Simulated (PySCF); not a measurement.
SiCl⁺: frontier orbitals

ωB97X at R = 2.032 Å; PySCF, no relativity, basis sets Si STO-3G, Cl STO-3G. State: ¹Σ⁺ (singlet), closed shell. Only the outer orbitals are listed, counted within each symmetry.

```csv
orbital,occ.,ε (eV),on Si (%),main shells (%)
7σ,2,-32.40,13,"81 Cl s, 9 Si s"
8σ,2,-22.66,62,"61 Si s, 22 Cl p, 17 Cl s"
3π,2,-17.90,9,"91 Cl p, 9 Si p"
3π,2,-17.90,9,"91 Cl p, 9 Si p"
9σ,2,-17.56,52,"46 Cl p, 27 Si s, 26 Si p"
4π,0,-6.07,91,"91 Si p, 9 Cl p"
4π,0,-6.07,91,"91 Si p, 9 Cl p"
10σ,0,-1.01,73,"70 Si p, 26 Cl p"
```

Which are the highest filled and the lowest empty level, where do they sit, and how wide is the gap?

Highest filled 9σ at -17.56 eV (in %: 46 Cl p, 27 Si s, 26 Si p); lowest empty 4π at -6.07 eV (in %: 91 Si p, 9 Cl p); the gap at ωB97X is 11.49 eV.

The bond order (Mayer) is 1.46. The ⟨S²⟩ is 0.000 and the charge on Si (Mulliken, basis-dependent) is 1.09. The charge on Si (Löwdin, basis-dependent) is 1.02. The dipole moment (positive dipole points towards Cl; it is taken about the centre of mass and depends on that origin) is -5.31 D.

STO-3G is very small, so such numbers show the basis as much as the molecule.
